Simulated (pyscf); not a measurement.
H₂N–Si:–NH₂ (SMILES N[Si]N) [singlet] + H• (SMILES [H]) → [HN=Si–NH₂]• (SMILES N=[Si]N) + H₂ (SMILES [H][H]), a hydrogen abstraction (doublet surface; H–N broken, H–H formed). Structures and frequencies: ωB97X-D3(BJ)/def2-SVP in PySCF. Energies in kcal/mol from the separated reactants.

Small-basis levels: PySCF, no dispersion term, spherical d functions. AM1 to PM7: differences of heats of formation from MOPAC, which are fitted to 298 K values and so differ in kind from electronic energies by zero-point and thermal terms. GFN2-xTB: tblite. Open shells are spin-unrestricted. 

```tsv
level	barrier	reaction energy
HF/3-21G	28.6	+20.9
HF/6-31G*	28.7	+11.0
MP2/6-31G*	27.5	+12.5
B3LYP/LANL2DZ	6.6	+1.2
B3LYP/6-311+G**	6.6	-4.1
B3LYP/def2-SVP	6.3	-1.6
GFN2-xTB	2.4	-3.4
AM1	13.4	-24.1
PM3	-2.4	-28.2
ωB97M-D3(BJ)/def2-TZVP	13.6	+1.3
```

Against the last row the barrier runs from -16.0 (PM3) to +15.1 kcal/mol (HF/6-31G*). At PM3 this geometry lies under one side, so the entry may be no barrier of that level: it is a single point on another level's saddle. ωB97M-D3(BJ)/def2-TZVP has limits of its own. One saddle was located; it need not be the lowest between these sides. The angle at the transferred H is 177°.
